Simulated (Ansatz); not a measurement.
# C₂H₂O₂: basis-set convergence

An exercise on one series of results from a longer session: the logs are not shown, and one member is left open.

Method: one geometry, several basis sets; program: Ansatz 0.2.0, Gaussian basis.

Plan: PBE0-D4/def2-SVP; ωB97M-V/def2-SVP; PBE0-D4/def2-QZVPP; ωB97M-V/def2-QZVPP; the functionals' def2-TZVPP values are taken from earlier runs.

## The geometry

An earlier PBE0-D4 in a triple-zeta def2 set relaxation fixed the geometry.

SMILES `O=C1CO1`, 6 atoms, charge 0, spin multiplicity 1.

Atoms are counted from 1 here; the program's logs count them from 0.

Bond lengths: O1–C2 1.181 Å, C2–C3 1.441 Å, C2–O4 1.323 Å, C3–O4 1.504 Å, C3–H5 1.085 Å, C3–H6 1.085 Å. Angles: O1–C2–C3 155.2°, O1–C2–O4 139.0°, C3–C2–O4 65.8°, C2–C3–O4 53.3°, C2–C3–H5 120.6°, C2–C3–H6 120.6°, O4–C3–H5 113.7°, O4–C3–H6 113.6°, H5–C3–H6 116.8°, C2–O4–C3 60.9°.

Coordinates:

```xyz
6

O    -0.7159   -1.7176    0.6680
C    -0.3556   -0.7351    0.1212
C     0.3229    0.5326    0.0200
O    -0.4518   -0.1610   -1.0670
H     1.3910    0.5749   -0.1655
H    -0.1485    1.4422    0.3770
```

Set-up of the first run:

Input file in.yaml:

```yaml
crystal:
  periodic: [false, false, false]
  atoms:
    - {symbol: O, position_ang: [-0.715950, -1.717637, 0.667971]}
    - {symbol: C, position_ang: [-0.355641, -0.735118, 0.121236]}
    - {symbol: C, position_ang: [0.322879, 0.532565, 0.020006]}
    - {symbol: O, position_ang: [-0.451761, -0.161005, -1.067017]}
    - {symbol: H, position_ang: [1.391039, 0.574861, -0.165517]}
    - {symbol: H, position_ang: [-0.148465, 1.442234, 0.377020]}
basis:
  gaussian: {orbitals: def2-SVP}
hamiltonian: {xc: pbe0, dispersion: d4}
output: {orbitals: {seedname: orbitals}}
```

On the command line:

```bash
$ ansatz run in.yaml --threads 2 --pin off --events-out ev --progress --plain --max-ram 4352MiB
```

Among the steps run: PBE0-D4 in def2-SVP; ωB97M-V in def2-SVP; PBE0-D4 in def2-QZVPP; ωB97M-V in def2-QZVPP.

One table of the session follows, with a row left open; its other results are not shown here.

It belongs to the step «Functionals by basis». 

```
functional       basis  HOMO (eV)  LUMO (eV)
   PBE0-D4    def2-SVP          ?          ?
   PBE0-D4  def2-TZVPP      -8.31      -0.09
   PBE0-D4  def2-QZVPP      -8.35      -0.16
   ωB97M-V    def2-SVP     -10.55       2.52
   ωB97M-V  def2-TZVPP     -10.68       2.27
   ωB97M-V  def2-QZVPP     -10.72       1.70
```

Q: Estimate the row for PBE0-D4, def2-SVP from the others.

As computed: HOMO (eV): -8.20; LUMO (eV): 0.11. In the column «HOMO (eV)» it is the highest.
